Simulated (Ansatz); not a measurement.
The cluster Mg2Al. The state is a quartet with charge 0. Geometry r2SCAN-D4/def2-TZVP; atoms count from 1.

```xyz
3

Al   -1.099    0.650   -1.155
Mg    0.540    0.854    1.250
Mg    0.559   -1.503   -0.094
```

At PBE0-D4/def2-TZVP a doublet of charge 0 lies 1.15 eV below the quartet, each at its own geometry. The structure comes from a short search, and lower isomers may exist.

Estimate the Mulliken populations from the PBE0/def2-TZVP orbitals of Ansatz.


```csv
atom,charge (e),spin (α − β)
Al1,-0.16,1.31
Mg2,0.08,0.84
Mg3,0.08,0.84
```
Mulliken values depend strongly on the basis.

Where does the spin sit?

Summed by element: Al 1.31, Mg 1.69, of 3 unpaired in all. Largest on single atoms: Al1 1.31, Mg2 0.84, Mg3 0.84.

And the Mayer bond orders between heavy atoms (over 0.3)?

Al1–Mg2 0.77 (2.92 Å); Al1–Mg3 0.77 (2.92 Å); Mg2–Mg3 1.07 (2.71 Å).
